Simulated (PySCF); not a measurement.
A species of formula C2H2F2 has this rotational fingerprint, computed with PBE0-D3(BJ)/def2-SVP geometry optimisation, gas phase in PySCF:

```
Rotational constants : A = 21839, B = 5802, C = 4584 MHz
Dipole components    : |μa| = 0.00 D, |μb| = 2.21 D, |μc| = 0.00 D
Inertial defect      : 0.00 u·Å²
κ                    : -0.86
```

**Question.** Which candidate fits, each taken in the one conformer that was computed?
A. `F/C=C\F`
B. `FC(=C)F`
C. `F/C=C/F`

**Answer.** A. It is F/C=C\F, an asymmetric top, point group C2v. The candidates at the same level (rigid rotor, commonest isotopes):

```
 SMILES  A (MHz)  B (MHz)  C (MHz)  μa (D)  μb (D)  μc (D)  Δ (u·Å²)  point group                        rotor
F/C=C\F    21839     5802     4584    0.00    2.21    0.00      0.00          C2v               asymmetric top
C=C(F)F    11084    10476     5386    1.02    0.00    0.00      0.00          C2v               asymmetric top
F/C=C/F    58085     4041     3778    0.00    0.00    0.00      0.00          C2h  near-prolate asymmetric top
```

`C=C(F)F` has B 81 % too high; `F/C=C/F` has A 166 % too high. In the right answer the symmetry axis of this C2v structure is b, so μa and μc vanish by symmetry. No structure here is proved a minimum.
